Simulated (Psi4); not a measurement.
**C2H4F− (SMILES C[CH-]F): levels of theory compared**

Aim: a comparison of 5 runs (HF/STO-3G, HF/def2-SVP, B3LYP/6-31G*, wB97X/pcseg-2, MP2/cc-pVDZ) of C2H4F−. 

Program for the calculation: Psi4 1.11.

3 further runs of the same task are left out: 3 set aside as unsound or not needed.

**1. The system as given**

C2H4F− has 7 atoms, charge -1, and is taken as a singlet. SMILES: `C[CH-]F`. The shape is that of a GFN2-xTB optimisation.

Bond lengths: C1–C2 1.534 Å, C2–F3 1.512 Å, C1–H4 1.112 Å, C1–H5 1.097 Å, C1–H6 1.097 Å, C2–H7 1.137 Å. Angles: C1–C2–F3 104.2°, C1–C2–H7 105.5°, F3–C2–H7 100.0°, C2–C1–H4 116.8°, C2–C1–H5 108.1°, C2–C1–H6 110.3°, H4–C1–H5 107.2°, H4–C1–H6 106.6°, H5–C1–H6 107.5°.

**2. A single-point energy at HF/STO-3G (run 1)**

Contents of calc.py:

```python
import psi4

psi4.set_memory('1600 MB')
psi4.set_num_threads(1)
psi4.set_output_file('c2h4f.out', False)

molecule = psi4.geometry("""
-1 1
C     -0.493040     0.360290    -0.091850
C      0.969020    -0.047280     0.128740
F      0.898020    -1.118910     1.193240
H     -1.211500    -0.457090    -0.321760
H     -0.527430     1.067250    -0.930470
H     -0.880610     0.878910     0.794150
H      1.245550    -0.683170    -0.772050
units angstrom
symmetry c1
no_reorient
no_com
""")

psi4.set_options({
    'basis': 'STO-3G',
    'puream': True,
    'e_convergence': 1e-09,
    'd_convergence': 1e-08,
    'scf_type': 'pk',
})

e = psi4.energy('hf', molecule=molecule)
print(f'total energy {e:.8f} hartree = {e * 27.211386:.5f} eV')
for k, v in sorted(psi4.core.scalar_variables().items()):
    print(f'{k:45s} {v:18.10f}')
```

On the command line:

```console
python calc.py
```

c2h4f.out:

```text
[...]
  Running in c1 symmetry.
[...]
  Nuclear repulsion =   69.247302818549116
[...]
  Multiplicity = 1
[...]
  Nalpha       = 13
  Nbeta        = 13
[...]
    Number of basis functions: 19
[...]
   @RHF iter   1:  -174.85329325303309   -2.27130e+00   1.05948e-02 ADIIS/DIIS
[...]
   @RHF iter  11:  -174.89877588698403   -2.84217e-13   1.90927e-09 DIIS
[...]
    Orbital Energies [Eh]
    ---------------------
    Doubly Occupied:
       1A    -25.464503     2A    -10.756138     3A    -10.550471
       4A     -1.075837     5A     -0.667424     6A     -0.423009
       7A     -0.282839     8A     -0.274864     9A     -0.171397
      10A     -0.127084    11A     -0.086656    12A     -0.051084
      13A      0.126299
[...]
  @RHF Final Energy:  -174.89877588698403
   => Energetics <=
    Nuclear Repulsion Energy =             69.2473028185491160
    One-Electron Energy =                -388.6821436481052388
    Two-Electron Energy =                 144.5360649425721249
    Total Energy =                       -174.8987758869840263
[...]
 Multipole Moments:
 ------------------------------------------------------------------------------------
     Multipole            Electronic (a.u.)      Nuclear  (a.u.)        Total (a.u.)
 ------------------------------------------------------------------------------------
 L = 1.  Multiply by 2.5417464519 to convert [e a0] to [Debye]
 Dipole X            :        -19.7040358           18.0734729           -1.6305628
 Dipole Y            :         14.3039197          -13.9579518            0.3459679
 Dipole Z            :        -19.1010927           18.3877344           -0.7133583
 Magnitude           :                                                    1.8130938
[...]
```

Standard output:

```text
total energy -174.89877589 hartree = -4759.23810 eV
CURRENT ENERGY                                   -174.8987758870
CURRENT REFERENCE ENERGY                         -174.8987758870
DD SOLVATION ENERGY                                 0.0000000000
HF KINETIC ENERGY                                 175.1570281179
HF POTENTIAL ENERGY                              -350.0558040049
HF TOTAL ENERGY                                  -174.8987758870
HF VIRIAL RATIO                                     1.9985255960
NUCLEAR REPULSION ENERGY                           69.2473028185
ONE-ELECTRON ENERGY                              -388.6821436481
PCM POLARIZATION ENERGY                             0.0000000000
PE ENERGY                                           0.0000000000
SCF ITERATION ENERGY                             -174.8987758870
SCF ITERATIONS                                     11.0000000000
SCF TOTAL ENERGY                                 -174.8987758870
TWO-ELECTRON ENERGY                               144.5360649426
```

Run time: 1.2 s. Hardware: 1 thread of INTEL XEON PLATINUM 8581C at 2.10GHz (Emerald Rapids), shared host; peak memory 0.18 GiB.

**3. A single-point energy at HF/def2-SVP (run 2)**

Contents of job.py:

```python
import psi4

psi4.set_memory(1600000000)
psi4.set_num_threads(1)
psi4.set_output_file('psi4.out', False)

molecule = psi4.geometry("""
-1 1
C     -0.93171057     0.68084943    -0.17357134
C      1.83118241    -0.08934625     0.24328334
F      1.69701185    -2.11443346     2.25489680
H     -2.28940320    -0.86377491    -0.60803828
H     -0.99669825     2.01681021    -1.75833347
H     -1.66411172     1.66089919     1.50072600
H      2.35374837    -1.29100420    -1.45896305
units au
symmetry c1
no_reorient
no_com
""")

psi4.set_options({
    'puream': True,
    'e_convergence': 1e-09,
    'd_convergence': 1e-08,
    'scf_type': 'pk',
})

e_tot, wfn = psi4.energy('hf/def2-SVP', molecule=molecule, return_wfn=True)
print(f'total energy {e_tot:.8f} hartree = {e_tot * 27.211386:.5f} eV')
```

On the command line:

```console
python job.py
```

psi4.out:

```text
[...]
  Running in c1 symmetry.
[...]
  Nuclear repulsion =   69.247302834738335
[...]
  Multiplicity = 1
[...]
  Nalpha       = 13
  Nbeta        = 13
[...]
    Number of basis functions: 62
[...]
   @RHF iter   1:  -177.13764550803140   -8.51800e-01   6.84378e-03 DIIS/ADIIS
[...]
   @RHF iter  12:  -177.24580834549334   -2.58638e-12   4.22764e-09 DIIS
[...]
    Orbital Energies [Eh]
    ---------------------
    Doubly Occupied:
       1A    -25.961063     2A    -11.012530     3A    -10.983950
       4A     -1.228995     5A     -0.753076     6A     -0.544026
       7A     -0.389944     8A     -0.368410     9A     -0.351792
      10A     -0.326877    11A     -0.296505    12A     -0.221806
      13A     -0.040198
[...]
  @RHF Final Energy:  -177.24580834549334
   => Energetics <=
    Nuclear Repulsion Energy =             69.2473028347383348
    One-Electron Energy =                -388.0278788089009367
    Two-Electron Energy =                 141.5347676286692717
    Total Energy =                       -177.2458083454933444
[...]
 Multipole Moments:
 ------------------------------------------------------------------------------------
     Multipole            Electronic (a.u.)      Nuclear  (a.u.)        Total (a.u.)
 ------------------------------------------------------------------------------------
 L = 1.  Multiply by 2.5417464519 to convert [e a0] to [Debye]
 Dipole X            :        -19.8410993           18.0734729           -1.7676264
 Dipole Y            :         14.3977778          -13.9579518            0.4398260
 Dipole Z            :        -19.4204786           18.3877344           -1.0327442
 Magnitude           :                                                    2.0939223
[...]
```

Standard output:

```text
total energy -177.24580835 hartree = -4823.10411 eV
```

Wall time 1.5 s (1 thread of INTEL XEON PLATINUM 8581C at 2.10GHz (Emerald Rapids), shared host); peak memory 0.21 GiB.

Runs 3 to 4 aren't shown in full; the table further down has their settings and results.

**4. A single-point energy at MP2/cc-pVDZ (run 5)**

Contents of c2h4f.json:

```json
{
 "schema_name": "qcschema_input",
 "schema_version": 1,
 "molecule": {
  "schema_name": "qcschema_molecule",
  "schema_version": 2,
  "symbols": ["C", "C", "F", "H", "H", "H", "H"],
  "geometry": [-0.93171057, 0.68084943, -0.17357134, 1.83118241, -0.08934625, 0.24328334, 1.69701185, -2.11443346, 2.2548968, -2.2894032, -0.86377491, -0.60803828, -0.99669825, 2.01681021, -1.75833347, -1.66411172, 1.66089919, 1.500726, 2.35374837, -1.2910042, -1.45896305],
  "molecular_charge": -1,
  "molecular_multiplicity": 1,
  "fix_symmetry": "c1",
  "fix_com": true,
  "fix_orientation": true
 },
 "driver": "energy",
 "model": {
  "method": "mp2",
  "basis": "cc-pVDZ"
 },
 "keywords": {
  "reference": "rhf",
  "puream": true,
  "e_convergence": 1e-09,
  "d_convergence": 1e-08,
  "scf_type": "pk",
  "num_frozen_docc": 3,
  "mp2_type": "conv"
 }
}
```

On the command line:

```console
psi4 --qcschema c2h4f.json -n 1 --memory 1600MB
```

stdout:

```text
[...]
  Running in c1 symmetry.
[...]
  Nuclear repulsion =   69.247302834738335
[...]
  Multiplicity = 1
[...]
  Nalpha       = 13
  Nbeta        = 13
[...]
    Number of basis functions: 62
[...]
   @RHF iter   1:  -177.28417553706930   -8.78512e-01   6.88827e-03 DIIS/ADIIS
[...]
   @RHF iter  12:  -177.39351503422364   -4.77485e-12   5.01450e-09 DIIS
[...]
    Orbital Energies [Eh]
    ---------------------
    Doubly Occupied:
       1A    -25.967372     2A    -11.011673     3A    -10.981777
       4A     -1.254043     5A     -0.760770     6A     -0.548122
       7A     -0.384504     8A     -0.363078     9A     -0.345250
      10A     -0.321187    11A     -0.290100    12A     -0.215669
      13A     -0.038385
[...]
  @RHF Final Energy:  -177.39351503422364
   => Energetics <=
    Nuclear Repulsion Energy =             69.2473028347383348
    One-Electron Energy =                -388.3177759495943633
    Two-Electron Energy =                 141.6769580806324029
    Total Energy =                       -177.3935150342236398
[...]
 Multipole Moments:
 ------------------------------------------------------------------------------------
     Multipole            Electronic (a.u.)      Nuclear  (a.u.)        Total (a.u.)
 ------------------------------------------------------------------------------------
 L = 1.  Multiply by 2.5417464519 to convert [e a0] to [Debye]
 Dipole X            :        -19.7885913           18.0734729           -1.7151184
 Dipole Y            :         14.4292364          -13.9579518            0.4712847
 Dipole Z            :        -19.4021604           18.3877344           -1.0144260
 Magnitude           :                                                    2.0476329
[...]
	SCS-MP2 Total Energy (a.u.)        :  -177.86676765388296
	SOS-MP2 Total Energy (a.u.)        :  -177.82818195319976
	SCSN-MP2 Total Energy (a.u.)       :  -177.59724753383097
[...]
	SOS-PI-MP2 Total Energy (a.u.)     :  -177.90062643969577
[...]
	MP2 Total Energy (a.u.)            :  -177.87149456875335
[...]
```

The result, in JSON:

```text
{
 "driver": "energy",
 "model": {
  "method": "mp2",
  "basis": "cc-pVDZ"
 },
 "success": true,
 "return_result": -177.87149456875335,
 "properties": {
  "calcinfo_nbasis": 62,
  "calcinfo_nmo": 62,
  "calcinfo_nalpha": 13,
  "calcinfo_nbeta": 13,
  "calcinfo_natom": 7,
  "nuclear_repulsion_energy": 69.24730283473833,
  "return_energy": -177.87149456875335,
  "scf_one_electron_energy": -388.31777594959436,
  "scf_two_electron_energy": 141.6769580806324,
  "scf_dipole_moment": [-1.7151183840502, 0.47128466776943867, -1.0144259742546566],
  "scf_total_energy": -177.39351503422364,
  "scf_iterations": 12,
  "mp2_same_spin_correlation_energy": -0.11575710204960636,
  "mp2_opposite_spin_correlation_energy": -0.3622224324801031,
  "mp2_singles_energy": 0.0,
  "mp2_doubles_energy": -0.4779795345297094,
  "mp2_correlation_energy": -0.47797953452970887,
  "mp2_total_energy": -177.87149456875335
 }
}
```

Wall time 2.3 s (1 thread of INTEL XEON PLATINUM 8581C at 2.10GHz (Emerald Rapids), shared host); peak memory 0.26 GiB.

**5. All runs side by side**

```csv
run,level,Cartesian functions,integration grid,energy (Eh),HOMO energy (eV),LUMO energy (eV),HOMO–LUMO gap (eV),wall time
1,HF/STO-3G,no,–,-174.898776,3.44,23.43,20.00,1.2 s
2,HF/def2-SVP,no,–,-177.245808,-1.09,10.09,11.19,1.5 s
3,B3LYP/6-31G* (Cartesian functions),yes,99 radial × 590 angular,-178.354783,3.04,8.54,5.50,7.5 s
4,wB97X/pcseg-2,no,99 radial × 590 angular,-178.416548,-0.87,6.98,7.85,48 s
5,MP2/cc-pVDZ,no,–,-177.871495,-1.04,10.41,11.45,2.3 s
```

**6. What came out**

| quantity | value |
| --- | --- |
| run 5: total energy | -177.87149 Eh |
| run 5: HOMO energy (Hartree–Fock orbitals) | -1.04 eV |
| run 5: LUMO energy (Hartree–Fock orbitals) | 10.41 eV |
| run 5: HOMO–LUMO gap (to an unbound level, set by the basis) | 11.45 eV |
| run 5: correlation energy (3 core orbitals frozen) | -478.0 mEh |

**Reading.** Over runs 1, 2, 3, 4 the HOMO–LUMO gap runs from 5.50 eV (B3LYP/6-31G*) to 20.00 eV (HF/STO-3G). The two ends differ in method and basis. The empty levels of an anion lie above zero and hang on the basis. Totals of different functionals can't be ranked against each other. In runs 1, 3 the HOMO lies above zero, so the outermost electron may be held by the basis alone. In run 1 the basis is minimal, so the values are rough. All runs together took 60 s, the longest 48 s.
